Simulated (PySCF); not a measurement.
Gas-phase reaction: 3 H2CSiH2 + C3H7 (n-propyl) + C3H8 → 3 (CH3)3Si

Energies from PySCF (xtb for GFN2), thermal terms from the rigid-rotor harmonic-oscillator model, ideal gas at 1 bar. † marks an energy on the PBE0/def2-TZVP geometry and frequencies; other levels use their own. 6-31G* has spherical d functions here. Open shells (unrestricted): C3H7 (n-propyl) (multiplicity 2), (CH3)3Si (multiplicity 2); the rest are closed-shell singlets. GFN2 has no spin-polarisation term. B3LYP is the form with VWN-RPA correlation. H2CSiH2, (CH3)3Si: computed as isolated molecules; such fragments, hydroxides, amides, oligomers or adducts are transient or little studied in the gas. Warning, point group unlike the PBE0 one: C3H7 (n-propyl) (GFN2-xTB).

GFN2-xTB gives ΔH°(298 K) = -121 kJ.

Problem. What do B3LYP/def2-TZVP†, PBE0/def2-TZVP, B3LYP/6-31G* give?

Solution. B3LYP/def2-TZVP†: -456 kJ; PBE0/def2-TZVP: -540 kJ; B3LYP/6-31G*: -458 kJ. For scale, ΔH°(298 K) is -121 kJ at this level, -500 kJ at ωB97M-V/def2-TZVP†, and runs from -549 to -121 kJ over the 19 levels computed († marks an energy on the PBE0/def2-TZVP geometry).
